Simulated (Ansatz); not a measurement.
# SiHO₂ (doublet): the correlation ladder, cc-pVTZ

Aim: climb from Hartree-Fock through coupled cluster for SiHO₂ (doublet) at one geometry and basis, and see what each rung misses.

Program: Ansatz 0.2.0, Gaussian basis. Level of theory: cc-pVTZ, core rule «outside noble gas», up to 7 orbitals frozen. These are calculated values, not measurements.

The runs, in order: UHF; CCSD(T) on ROHF; CCSD(T) on UHF; BCCD(T) on ROHF; CCSDT(Q) on ROHF; CCSDT(Q) on UHF.

6 further runs of the same task are left out: 1 for a known fault of the program, 5 set aside as unsound or not needed.

## Step 1: The system

The geometry is a PBE0/def2-TZVP stationary point (not a proven minimum).

4 atoms, charge 0, spin multiplicity 2.

Atoms are counted from 1 here; the program's logs count them from 0.

Bond lengths: O1–Si3 1.627 Å, O1–H4 0.965 Å, O2–Si3 1.525 Å. Angles: Si3–O1–H4 116.9°, O1–Si3–O2 127.5°.

Coordinates:

```xyz
4
charge 0, multiplicity 2
O     0.0000    0.1999    1.4346
O     0.0000    0.4066   -1.3852
Si    0.0000   -0.3871   -0.0832
H     0.0000    1.1595    1.5318
```

## Step 2: UHF

in.yaml

```yaml
crystal:
  periodic: [false, false, false]
  atoms:
    - {symbol: O, position_ang: [0.000000, 0.199858, 1.434628]}
    - {symbol: O, position_ang: [0.000000, 0.406627, -1.385152]}
    - {symbol: Si, position_ang: [0.000000, -0.387106, -0.083158]}
    - {symbol: H, position_ang: [0.000000, 1.159459, 1.531796]}
basis:
  gaussian: {orbitals: cc-pVTZ}
magnetization: {spin_polarized: true, initial_magnetization: 1}
hamiltonian: {xc: hf}
output: {orbitals: {seedname: orbitals}}
```

Started as:

```console
$ ansatz run in.yaml --threads 1 --pin off --events-out ev --progress --plain --max-ram 4096MiB --backend cpu
```

After this run come: CCSD(T) on ROHF; CCSD(T) on UHF; BCCD(T) on ROHF; CCSDT(Q) on ROHF; CCSDT(Q) on UHF.

Q: Predict the results of all the runs planned. Wanted: UCCSDT(Q) from the RHF energy; RMP2 from UCCSDT(Q); UMP2 from UCCSDT(Q); RCCSD from UCCSDT(Q); RCCSD(T) from UCCSDT(Q); UCCSD(T) from UCCSDT(Q); RCCSDT(Q) from UCCSDT(Q); T1 diagnostic.

As calculated:

```
                         quantity         value
    UCCSDT(Q) from the ROHF energy   -16.4469 eV
              RMP2 from UCCSDT(Q)  +75.0 kJ/mol
              UMP2 from UCCSDT(Q)  +74.5 kJ/mol
             RCCSD from UCCSDT(Q)  +73.8 kJ/mol
          RCCSD(T) from UCCSDT(Q)   +6.3 kJ/mol
          UCCSD(T) from UCCSDT(Q)   +6.4 kJ/mol
         RCCSDT(Q) from UCCSDT(Q)   +1.4 kJ/mol
levels within 1 kcal/mol (43 meV)     RCCSDT(Q)
                    T1 diagnostic         0.031
```

In words: RCCSD(T) misses by +6.3 kJ/mol, 0.4 % of the correlation energy. These misses are within one basis, not against nature; the frozen cores of restricted and unrestricted runs differ, which can shift their rows.
